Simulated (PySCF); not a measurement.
**One molecule, many functionals**

Compound: hydrogen peroxide, H₂O₂.
Geometry (PBE0-D3(BJ)/def2-SVP, Å), atoms numbered from 1 in this order:
```xyz
4
H2O2 angstrom
O     -0.667    0.167    0.220
O      0.667    0.270   -0.250
H     -1.066   -0.376   -0.473
H      1.150   -0.152    0.473
```

Linear-response calculations in the def2-SVPD basis (PySCF; singlets by full response, triplets Tamm–Dancoff, core orbitals frozen in the response; HF means time-dependent Hartree–Fock). 'Strongest' is the level of largest summed f among the singlets computed (10 roots, of which the last may lack a degenerate partner); it can jump between rows when another state enters that window. S1 is the lowest singlet of each run and needn't be the same state throughout; f(S1) is that of one state. Geometry: PBE0-D3(BJ)/def2-SVP; no solvent, vibrations or thermal averaging.

| functional | kind | S1 (eV) | f(S1) | strongest (eV) | T1 (eV) | HOMO (eV) | gap (eV) | ionisation energy, ΔSCF (eV) |
| --- | --- | --- | --- | --- | --- | --- | --- | --- |
| LDA | LDA | 5.83 | 0.007 | 10.12 | 4.88 | -6.45 | 5.30 | 11.40 |
| PBE | GGA | 5.80 | 0.008 | 10.00 | 4.80 | -6.32 | 5.37 | 11.17 |
| B3LYP | global hybrid, 20% exact exchange | 6.12 | 0.006 | 10.46 | 5.04 | -7.95 | 7.85 | 11.53 |
| PBE0 | global hybrid, 25% exact exchange | 6.26 | 0.005 | 10.73 | 5.09 | -8.21 | 8.53 | 11.47 |
| BHandHLYP | global hybrid, 50% exact exchange | 6.53 | 0.003 | 11.14 | 5.33 | -10.11 | 11.09 | 11.69 |
| wB97X-D | range-separated hybrid | 6.37 | 0.004 | 10.85 | 5.27 | -10.23 | 12.31 | 11.56 |
| LC-wPBE | range-separated hybrid | 6.44 | 0.003 | 10.32 | 5.20 | -11.15 | 13.46 | 11.65 |
| HF | Hartree–Fock | 7.07 | 0.001 | 11.70 | 5.75 | -13.14 | 15.81 | not settled |

Question: What does CAM-B3LYP (range-separated hybrid) give?

Answer: S1 (eV) 6.25, f(S1) 0.005, strongest (eV) 9.93, T1 (eV) 5.11, HOMO (eV) -9.81, gap (eV) 10.92, ionisation energy, ΔSCF (eV) 11.63. S1 runs from 5.80 eV (PBE) to 7.07 eV (HF), a spread of 1.27 eV, while the orbital gap spreads over 10.5 eV. Along PBE (0%), B3LYP (20%), PBE0 (25%), BHandHLYP (50%), HF (100%) S1 rises with the share of exact exchange. −ε(HOMO) comes closest to its own ΔSCF ionisation energy with LC-wPBE (-0.49 eV) and misses most with LDA (-4.95 eV). 'Not settled' means that the ion's SCF failed to converge or may have ended in another state than the lowest.
